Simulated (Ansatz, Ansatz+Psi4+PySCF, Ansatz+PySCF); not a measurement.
| atom | x (Å) | y (Å) | z (Å) |
| --- | --- | --- | --- |
| C | 0.0000 | 0.0000 | -0.2756 |
| C | 0.0000 | 0.0000 | -1.4979 |
| H | 0.0000 | 0.0000 | -2.5601 |
| C | 0.0000 | 0.0000 | 1.0914 |
| H | 0.0000 | -0.8871 | 1.6211 |
| H | 0.0000 | 0.8871 | 1.6211 |

Basis set: cc-pVTZ (spherical functions). Frozen core: 3 orbitals. Correlation on ROHF uses semicanonical orbitals with singles. Charge 0, multiplicity 2.

Computed with Ansatz (development build ahead of 0.2.0); each method stands on the lowest determinant of its kind that the runs found.

The atomization energy at this shape (free ground-state atoms in the same class of orbitals less the molecule, no zero-point energy) of doublet C3H3:

```tsv
method	atomization energy
ROHF-CCSD(T)	586.00 kcal/mol
ROHF-MP2	600.31 kcal/mol
```

Q: What does UHF-MP2 give?

A: 591.15 kcal/mol. Caution for ROHF-MP2, UHF-MP2: forces differ strongly between restricted and unrestricted references. Caution for UHF-MP2: the unrestricted determinant is spin contaminated.
